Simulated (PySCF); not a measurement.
Species: Si₃H₈.
Z-matrix (Å and degrees, PBE0-D3(BJ)/def2-TZVP geometry), rows numbered from 1:
```
Si
Si  1  2.3381
Si  2  2.3377  1  110.79
H   1  1.4876  2  111.12  3   179.77
H   1  1.4878  2  109.77  3   -59.94
H   1  1.4877  2  109.91  3    59.39
H   2  1.4904  1  109.51  3  -120.75
H   2  1.4903  1  109.41  3   120.96
H   3  1.4877  2  109.90  1    59.44
H   3  1.4878  2  109.71  1   -59.85
H   3  1.4876  2  111.16  1   179.86
```

All values: wB97X-D/pcSseg-2 (PySCF, non-relativistic), on one gas-phase PBE0-D3(BJ)/def2-TZVP geometry that isn't relaxed in the solvent. The solvent is an IEF-PCM continuum (Bondi radii, 1.10 Å for H, scaled by 1.2). Specific hydrogen bonds and non-electrostatic terms are outside this model.

Gas phase at wB97X-D/pcSseg-2: HOMO -9.83 eV, LUMO 1.45 eV, dipole 0.08 D.

Q: What does the continuum do to the energy, the frontier levels and the dipole at wB97X-D/pcSseg-2 in chloroform?

A: 
```csv
solvent,ε,E(solvent) − E(gas) (kcal/mol),polarisation term (kcal/mol),distortion of the solute (kcal/mol),HOMO (eV),LUMO (eV),dipole (D)
chloroform,4.711,-0.22,-0.22,0.00,-9.71,1.57,0.09
```

The first energy column is the sum of the next two and covers electrostatics alone.

The pairwise dispersion term of wB97X-D wasn't added to the energies; at a given geometry it leaves orbitals and properties as they are.
